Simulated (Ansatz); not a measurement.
Species: CH5S (charge +1, singlet). It need not be the lowest isomer of its formula. 
Structure (B3LYP-D3(BJ)/def2-TZVP (Ansatz, an electronic-structure program) minimum search):
SMILES: C[SH2+]
```xyz
7

C     -0.0342     1.1940    -0.1208
S     -0.0235    -0.6123     0.1491
H      1.2549    -0.8954    -0.1924
H     -1.0769     1.4991    -0.0545
H      0.5344     1.6218     0.7029
H      0.4004     1.4381    -1.0850
H     -0.5324    -1.0315    -1.0325
```
Charge +1, spin multiplicity 1.

Basis-set convergence of Hartree-Fock and CCSD(T) correlation energies (hartree) with Ansatz. Valence correlation only, unless marked. Spin-orbit coupling is left out. Non-relativistic.

| basis | functions | E(HF) | E(corr, CCSD(T)) |
|---|---|---|---|
| def2-SVP | 57 | -437.87253 | -0.33189 |
| def2-TZVPP | 143 | [?] | [?] |

Problem. What belongs in the gaps?

Solution. 
- def2-TZVPP, E(HF): -438.06208
- def2-TZVPP, E(corr, CCSD(T)): -0.40972
